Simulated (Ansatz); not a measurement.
**Cl–Si–GeH⁺, quartet in cc-pVDZ: errors against UCCSDT(Q)**

Geometry: that of the Cl–Si–GeH, triplet, kept fixed. The doublet lies 1.3 eV lower here.

```yaml
atoms:
  - { symbol: Cl, position_ang: [0.0000, -0.3823, 2.3118] }
  - { symbol: Si, position_ang: [0.0000, 0.9317, 0.7142] }
  - { symbol: Ge, position_ang: [0.0000, -0.1901, -1.3743] }
  - { symbol: H, position_ang: [0.0000, 1.1853, -2.1686] }
```

Basis cc-pVDZ; Ansatz 0.2.0. Only valence electrons are correlated (noble-gas cores and the filled d shells of p-block atoms frozen), which leaves 15 electrons in 44 orbitals. R marks a restricted (for open shells ROHF) determinant, U an unrestricted one. No spin–orbit coupling is included, and no scalar relativity.

Full CI isn't at hand for all of this; UCCSDT(Q) serves as the reference, and is uncertain by about the last step of the cluster series. The frozen core follows each run's orbitals, which can shift R against U totals by a few meV for light atoms and by up to 0.1 eV past Ca.

```
UHF ⟨S²⟩                          : 3.773
T1 diagnostic (RCCSD)             : 0.0372
largest doubles amplitude (RCCSD) : 0.061
T1 diagnostic (UCCSD)             : 0.0302
```

| level | E − E(UHF) (eV) |
| --- | --- |
| UMP2 | -6.8147 |
| UCCSD | -7.8764 |
| UCCSD(T) | -8.1652 |

Estimate how far UCCSDT(Q) in cc-pVDZ lies from UCCSD(T). The table doesn't fix it; the size of (T) and the diagnostics are the guide.

UCCSDT(Q) in cc-pVDZ lies 78 meV below UCCSD(T), which is 27 % of the (T) step (-289 meV). T1 is raised, and the rest is a large part of (T). The miss exceeds 1 kcal/mol.

The other levels:

```
 level  E − E(UCCSDT(Q)) (meV)  wall time
UCCSDT                      25          –
```

Run but not shown, since their state, orbitals or frozen core can't be matched to the reference's or they repeat it: RHF, RMP2, CISD, RCCSD, RCCSD(T), BCCD(T), RCCSDT, RCCSDT(Q).
